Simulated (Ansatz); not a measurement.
Species: C$_{2}$H$_{5}$NO, charge 0, singlet. C2H5NO (SMILES NC(=O)C).
B3LYP-D3(BJ)/def2-TZVP minimum from Ansatz (a first-principles code):
```xyz
9

O      0.4073     1.2798     0.2945
C      0.0816     0.1387     0.0326
N      0.9986    -0.8468    -0.1811
C     -1.3711    -0.2792    -0.0780
H      0.7350    -1.7899    -0.3986
H     -1.8456     0.3221    -0.8534
H     -1.5079    -1.3353    -0.3100
H     -1.8689    -0.0518     0.8645
H      1.9753    -0.6128    -0.1189
```

Quantity: atomisation energy (electronic, to ground-state atoms), in kcal/mol. UHF or UKS for unpaired electrons; spin-orbit terms are left out. CBS(X,Y): correlation extrapolated as X^-3, Hartree-Fock from the larger set. A bracket is a step between two methods taken in the basis named. The functionals are non-relativistic, so their misses hold any scalar relativity. Double hybrids freeze cores in their MP2 part. 'core' is core correlation in cc-pwCVTZ, 'X2C' scalar relativity in cc-pVTZ-DK, both at CCSD(T). Where a partner has so few electrons that a lower coupled-cluster level is exact, that level stands in.

CCSD(T)/CBS(cc-pVTZ,cc-pVQZ) + [CCSDT(Q) - CCSD(T)]/cc-pVDZ + core + X2C (Ansatz) gives 869.2 kcal/mol.

What does PBE/def2-TZVPD (Ansatz) give here, and how do the other levels compare?

PBE gives 894.3 kcal/mol, 25.1 kcal/mol above it. Differences of the others: r2SCAN/def2-TZVPD (Ansatz) -0.4; B3LYP/def2-TZVPD (Ansatz) -2.9; PBE0/def2-TZVPD (Ansatz) 1.5; B2PLYP/def2-TZVPD (Ansatz) -9.7; CCSD(T)/CBS(cc-pVTZ,cc-pVQZ) + core + X2C (Ansatz) -0.9 kcal/mol. Nearer than PBE: r2SCAN/def2-TZVPD, B3LYP/def2-TZVPD, PBE0/def2-TZVPD, B2PLYP/def2-TZVPD, CCSD(T)/CBS(cc-pVTZ,cc-pVQZ) + core + X2C.
